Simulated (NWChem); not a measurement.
DMSO (C2H6OS); SMILES CS(C)=O

```xyz
10

C      0.8168     0.2072     1.3694
S     -0.2308    -0.4596     0.0000
C      0.8168     0.2072    -1.3694
O     -1.5090     0.3575     0.0000
H      0.2834    -0.0410     2.3061
H      1.8202    -0.2624     1.3619
H      0.8776     1.3069     1.2519
H      0.8776     1.3069    -1.2519
H      0.2834    -0.0410    -2.3061
H      1.8202    -0.2624    -1.3619
```
Atoms are numbered in this order, from 1.

All runs use the structure optimised with PBE-D3(BJ)/def2-SVP.

Symmetry labels are those of Cs in the frame above (b1 and b2, or b-type labels, depend on it).

Question: List the 4 lowest vertical singlet excitations from PBE0/def2-SVP, TDA (NWChem).

Answer: 
```json
[
 {"state": "S1", "energy (eV)": "6.09", "oscillator strength": "0.062", "symmetry": "a\"", "leading excitation (squared amplitude)": "HOMO → LUMO (0.96)"},
 {"state": "S2", "energy (eV)": "6.24", "oscillator strength": "0.003", "symmetry": "a'", "leading excitation (squared amplitude)": "HOMO → LUMO+2 (0.71)"},
 {"state": "S3", "energy (eV)": "6.80", "oscillator strength": "0.006", "symmetry": "a'", "leading excitation (squared amplitude)": "HOMO → LUMO+1 (0.79)"},
 {"state": "S4", "energy (eV)": "7.05", "oscillator strength": "0.002", "symmetry": "a'", "leading excitation (squared amplitude)": "HOMO → LUMO+3 (0.54)"}
]
```
